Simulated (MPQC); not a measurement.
# CH4Si (SMILES C=[SiH2]): HF/STO-6G

Aim: the vertical ionisation energy of CH4Si at HF/STO-6G, from 2 runs. 

The calculation is run with MPQC 2.3.1.

4 further runs of the same task are left out: 1 that didn't finish, 3 set aside as unsound or not needed.

## (1) Starting point

CH4Si has 6 atoms, charge 0, and is taken as a singlet. SMILES: `C=[SiH2]`. Geometry: relaxed at GFN2-xTB.

Bond lengths: C1–Si2 1.748 Å, C1–H3 1.077 Å, C1–H4 1.077 Å, Si2–H5 1.458 Å, Si2–H6 1.458 Å. Angles: C1–Si2–H5 124.5°, C1–Si2–H6 124.6°, Si2–C1–H3 122.4°, Si2–C1–H4 122.5°, H5–Si2–H6 110.9°, H3–C1–H4 115.0°.

## (2) The energy at HF/STO-6G

input.in reads:

```
molecule<Molecule>: (
  symmetry = c1
  unit = bohr
  { atoms geometry } = {
    C  [ -1.39592179 -1.03398255 -0.50096640 ]
    Si [ 1.15513289 0.85370267 0.41245162 ]
    H  [ -2.66169814 -1.88331995 0.84684297 ]
    H  [ -1.81965508 -1.43271476 -2.45048345 ]
    H  [ 1.80087120 1.44747352 3.02497909 ]
    H  [ 2.92127092 2.04884106 -1.33282384 ]
  }
)
basis<GaussianBasisSet>: (
  name = "STO-6G"
  molecule = $:molecule
  puream = yes
)
mpqc: (
  checkpoint = no
  savestate = no
  restart = no
  do_energy = yes
  do_gradient = no
  optimize = no
  mole<CLHF>: (
    molecule = $:molecule
    basis = $:basis
    total_charge = 0
    memory = 1000000000
    print_evals = yes
    print_npa = yes
    maxiter = 100
    guess_wavefunction<CLHF>: (
      molecule = $:molecule
      total_charge = 0
      memory = 1000000000
      value_accuracy = 1e-3
      basis<GaussianBasisSet>: (
        name = "MINI (Huzinaga)"
        molecule = $:molecule
      )
    )
  )
)
```

The run is started by

```sh
mpqc input.in > input.out
```

Standard output:

```text
MPQC: Massively Parallel Quantum Chemistry
[...]
  LUMO is    13   A =   0.263814
  total scf energy = -327.8846034055
Value of the MolecularEnergy: -327.8846034055
[...]
      symmetry = c1
[...]
```

It took 0.4 s on 1 thread of Arm Neoverse V2, shared host.

## (3) The doublet cation at the same level

mol.in reads:

```
% CH4Si
molecule<Molecule>: (
   symmetry = c1
   unit = bohr
   { atoms geometry } = {
      C  [ -1.39592179 -1.03398255 -0.50096640 ]
      Si [ 1.15513289 0.85370267 0.41245162 ]
      H  [ -2.66169814 -1.88331995 0.84684297 ]
      H  [ -1.81965508 -1.43271476 -2.45048345 ]
      H  [ 1.80087120 1.44747352 3.02497909 ]
      H  [ 2.92127092 2.04884106 -1.33282384 ]
   }
)
basis<GaussianBasisSet>: (
   name = "STO-6G"
   molecule = $:molecule
   puream = yes
)
mpqc: (
   checkpoint = no
   savestate = no
   restart = no
   do_energy = yes
   do_gradient = no
   optimize = no
   mole<UHF>: (
      molecule = $:molecule
      basis = $:basis
      total_charge = 1
      multiplicity = 2
      memory = 1000000000
      print_evals = yes
      print_npa = yes
      maxiter = 100
      guess_wavefunction<UHF>: (
         molecule = $:molecule
         total_charge = 1
         multiplicity = 2
         memory = 1000000000
         value_accuracy = 1e-3
         basis<GaussianBasisSet>: (
            name = "MINI (Huzinaga)"
            molecule = $:molecule
         )
      )
   )
)
```

The run is started by

```sh
mpqc -o mol.out mol.in
```

Standard output:

```text
MPQC: Massively Parallel Quantum Chemistry
[...]
  <S^2>      = 0.760007
  total scf energy = -327.7285003510
Value of the MolecularEnergy: -327.7285003510
[...]
      symmetry = c1
[...]
      nbasis = 18
[...]
    nalpha = 12
    nbeta = 11
[...]
```

Run time: 0.58 s. Hardware: 1 thread of Arm Neoverse V2, shared host.

## (4) What came out

Level: HF/STO-6G.

| quantity | value |
| --- | --- |
| singlet CH4Si: total energy | -327.88460 Eh |
| singlet CH4Si: HOMO energy | -5.57 eV |
| singlet CH4Si: LUMO energy | 7.18 eV |
| singlet CH4Si: HOMO–LUMO gap | 12.75 eV |
| doublet cation: total energy | -327.72850 Eh |
| doublet cation: ⟨S²⟩ | 0.760 |
| vertical ionisation energy (to the doublet cation) | 4.248 eV |

**Reading.** Removing an electron at fixed nuclei costs 4.25 eV (98 kcal/mol). −ε(HOMO) before ionisation, 5.57 eV, is 1.32 eV above this ionisation energy. In a minimal basis such a difference can be off by several eV, whatever the method.
